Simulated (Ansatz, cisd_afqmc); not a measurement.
Species: AlF₃, charge 0, singlet. AlF3 (SMILES [F][Al]([F])[F]).
B3LYP-D3(BJ)/def2-TZVP minimum from Ansatz (a program for electronic structure):
```xyz
4

Al     0.0000     0.0000     0.0000
F     -0.0003     1.6340     0.0254
F      1.4150    -0.8162    -0.0451
F     -1.4147    -0.8178     0.0197
```

Total energies in cc-pV(Q+d)Z, 24 correlated electrons, 8 frozen orbitals. Open shells are spin-unrestricted; no spin-orbit coupling. Correlated methods leave the cores frozen. No relativity. AFQMC/CISD: phaseless, guided by CISD from CCSD amplitudes; bars are statistical, one sigma. Outlying blocks are dropped, and bars are widened where a walk drifts. Over all cases where full CI ran beside it in this data, AFQMC minus full CI had a median of +0.1 mEh and passed +0.4 mEh in a tenth of the cases.

```csv
method,program,energy (Eh),minus AFQMC/CISD (mEh)
HF,Ansatz,-540.63548,927.8 ± 0.3
MP2,Ansatz,-541.54413,19.2 ± 0.3
CCSD,Ansatz,-541.53568,27.6 ± 0.3
CCSD(T),Ansatz,-541.56312,0.2 ± 0.3
AFQMC/CISD,cisd_afqmc,-541.5633 ± 0.0003,0.0
```
